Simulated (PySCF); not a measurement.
Structure with atom numbers: `[CH3:1][CH2:2][NH:3][CH3:4]` (H(Xn): hydrogen on atom n).

GIAO PBE0/pcSseg-1 shifts (PySCF, gas phase, non-relativistic, equivalent atoms averaged), each against references optimised in the same way as the molecule (TMS, NH3).

On the GFN2-xTB geometry: C2 51.6, C4 40.3, C1 18.3, N3 53.1, H(C4) 2.63, H(C2) 2.59, H(C1) 1.18, H(N3) -0.46 ppm.

Problem. What changes on the PBE0-D3(BJ)/def2-SVP geometry?

Solution. 
```tsv
atoms	δ (ppm)	change
C2	48.9	-2.7
C4	38.6	-1.7
C1	17.9	-0.4
N3	48.8	-4.3
H(C4)	2.44	-0.19
H(C2)	2.35	-0.24
H(C1)	1.12	-0.06
H(N3)	-0.80	-0.34
```

Bonds between heavy atoms that differ most (equivalent bonds averaged): C2–N3 1.451 → 1.443 Å, N3–C4 1.447 → 1.439 Å, C1–C2 1.522 → 1.516 Å. Mean change of bonds to hydrogen: C–H +0.012 Å, N–H +0.001 Å.
